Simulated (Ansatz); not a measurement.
We consider cubic perovskite SrTiO₃ (cubic form, which distorts at low temperature), described by r²SCAN (Ansatz, a quantum-chemistry and plane-wave program, plane waves, PAW).

Numerical settings: plane-wave cutoff 600 eV, 6×6×6 k mesh, finite displacements, no spin polarisation, scalar-relativistic PAW data made under PBE.

Computed at the level's own relaxed cell.

Task: Predict the high-frequency dielectric constant.

Result: 
high-frequency dielectric constant: 5.64

Measured, for comparison: high-frequency dielectric constant 5.2 (temperature not stated, not corrected to a static lattice; as tabulated in Pishtshev (2010), arXiv:1006.0353). Computed (rounded) less measured: high-frequency dielectric constant +8 %.

Note: the relaxation could not lower the start's symmetry, so the cell can be a saddle point above a distorted one; the run finds an imaginary mode (95i cm⁻¹), so the cell is a saddle point at this level.

The result took very roughly 2.6 core-minutes.
